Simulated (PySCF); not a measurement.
Consider isopropylamine, `CC(C)N` (C3H9N). Numbering: `[CH3:1][CH:2]([CH3:3])[NH2:4]`

Level of theory: ωB97X-D3(BJ)/def2-TZVP single points in PySCF, grid level 2; every species was optimised with PBE0-D3(BJ)/def2-SVP. ωB97X-D3(BJ) is ωB97X-V with D3(BJ) in place of VV10. Thermal corrections: GFN2-xTB frequencies, unscaled, ideal gas at 298.15 K and 1 bar, quasi-RRHO entropy. These were taken at the GFN2-xTB minima.

(1) Rank these bonds by dissociation enthalpy, weakest first.
A. N4–H
B. C2–H
C. C1–C2

Not ranked, since the method can't order them against a listed neighbour: C2–N4 (355 kJ/mol).

(2) For N4–H, what are ΔE (electronic) and ΔG(298 K) of the homolysis?

Answers

(1) C (343 kJ/mol), B (371 kJ/mol), A (409 kJ/mol).

(2) ΔE = 442 and ΔG = 373 kJ/mol, beside ΔH = 409 kJ/mol. The radicals are `CC(C)[NH]` and H•.

Caveats: in free energy C1–C2 and C2–N4 (by 8.6 kJ/mol) differ by less than the method's error (some 10 kJ/mol), so that order is undecided.
